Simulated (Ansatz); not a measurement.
Species: CHCl$_{2}$, charge 0, doublet. CHCl2 (SMILES Cl[CH]Cl, doublet).
B3LYP-D3(BJ)/def2-TZVP minimum from Ansatz (a quantum-chemistry and plane-wave program):
```
C
H 1 1.0785
Cl 1 1.7039 2 117.35
Cl 1 1.7039 2 117.35 3 153.21
```
Charge 0, spin multiplicity 2.

Hartree-Fock and CCSD correlation energies in hartree (Ansatz). Open shells are spin-unrestricted; no spin-orbit coupling. Correlated methods leave the cores frozen. No relativity.

| basis | X | E(HF) | E(corr, CCSD) |
|---|---|---|---|
| cc-pV(T+d)Z | 3 | -957.45208 | -0.55957 |
| cc-pV(Q+d)Z | 4 | -957.46212 | -0.60334 |
| cc-pV(5+d)Z | 5 | -957.46406 | withheld |

Q: Fit E(corr) = E∞ + A/X³ to X = 3 and 4, predict X = 5, and compare with the run.

A: A = (-0.55957 - (-0.60334))/(1/27 - 1/64) = 2.0442; E∞ = -0.60334 - A/64 = -0.63528; at X = 5, E∞ + A/125 = -0.61893. The run gave -0.61789, 1.04 mEh above the prediction. The same form on X = 4 and 5 gives E∞ = -0.63316, 2.12 mEh above the first estimate.
